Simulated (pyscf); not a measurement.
Thermochemistry of product channels of Cl–GaH–Cl + H₂C=CH₂ on the singlet surface, in kJ/mol, from ωB97M-D3(BJ)/def2-TZVP energies (ideal gas, 1 atm, RRHO with modes under 100 cm⁻¹ raised to 100, one conformer, R ln 2 for chiral ones without a mode under 150 cm⁻¹). Structures and frequencies: ωB97X-D3(BJ)/def2-SVP in PySCF.

```
products                   ΔE  ΔH(298 K)  ΔG(298 K)  ΔG(900 K)
---------------------  ------  ---------  ---------  ---------
H₂C=CH–Ga(Cl)–Cl + H₂   +20.4      +10.7      +18.2      +25.3
H₃C–CH₂–Ga(Cl)–Cl      -138.4     -120.9      -78.1       +6.0
```

The channel to H₃C–CH₂–Ga(Cl)–Cl turns unfavourable between 298 and 1200 K (ΔG from -78.1 kJ/mol to +46.2 kJ/mol).

These are energies of the channels, which say nothing of barriers. Elements up to Kr have no core potential and no relativistic terms here.
